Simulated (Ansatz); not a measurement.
# C2H5FO: the cost of one run

All numbers below are computed with Ansatz 0.2.0 (RKS PBE/6-31G).

### Step 1. The system as given

Bond lengths: C1–O2 1.420 Å, O2–C3 1.405 Å, C3–F4 1.331 Å, C1–H5 1.077 Å, C1–H6 1.068 Å, C1–H7 1.102 Å, C3–H8 1.112 Å, C3–H9 1.072 Å. Angles: C1–O2–C3 111.1°, O2–C1–H5 111.7°, O2–C1–H6 108.9°, O2–C1–H7 111.6°, H5–C1–H6 108.7°, H5–C1–H7 108.6°, H6–C1–H7 107.2°, O2–C3–F4 107.8°, O2–C3–H8 109.7°, O2–C3–H9 112.8°, F4–C3–H8 106.3°, F4–C3–H9 110.7°, H8–C3–H9 109.3°.

Structure file:

```xyz
9

C     0.2951    1.1520    0.0085
O     0.1037    0.0092    0.8287
C    -0.2711   -1.1076    0.0621
F    -0.4833   -2.1218    0.8978
H     1.0480    0.9808   -0.7425
H     0.6017    1.9715    0.6215
H    -0.6388    1.4524   -0.4925
H    -1.2430   -0.9086   -0.4402
H     0.4617   -1.3703   -0.6746
```

### Step 2. Relaxing end A

File input.yaml:

```yaml
crystal:
  periodic: [false, false, false]
  atoms:
    - { symbol: C, position_ang: [0.2951, 1.152, 0.0085] }
    - { symbol: O, position_ang: [0.1037, 0.0092, 0.8287] }
    - { symbol: C, position_ang: [-0.2711, -1.1076, 0.0621] }
    - { symbol: F, position_ang: [-0.4833, -2.1218, 0.8978] }
    - { symbol: H, position_ang: [1.048, 0.9808, -0.7425] }
    - { symbol: H, position_ang: [0.6017, 1.9715, 0.6215] }
    - { symbol: H, position_ang: [-0.6388, 1.4524, -0.4925] }
    - { symbol: H, position_ang: [-1.243, -0.9086, -0.4402] }
    - { symbol: H, position_ang: [0.4617, -1.3703, -0.6746] }
basis:
  gaussian: { orbitals: "6-31G" }
hamiltonian:
  xc: pbe
relax:
  f_tol: 0.02
  max_steps: 50
output:
  orbitals: {}
```

The run is started by

```sh
> ansatz run input.yaml --threads 1 --pin off --max-ram 2048MiB --backend cpu --events-out ev --progress --plain --runs-dir out
```

**Question.** How long does this run take on 1 thread of AMD EPYC 9R45 (Zen 5), shared host, and how much memory does it need?

About 6.1 s, with a peak of 0.14 GiB.
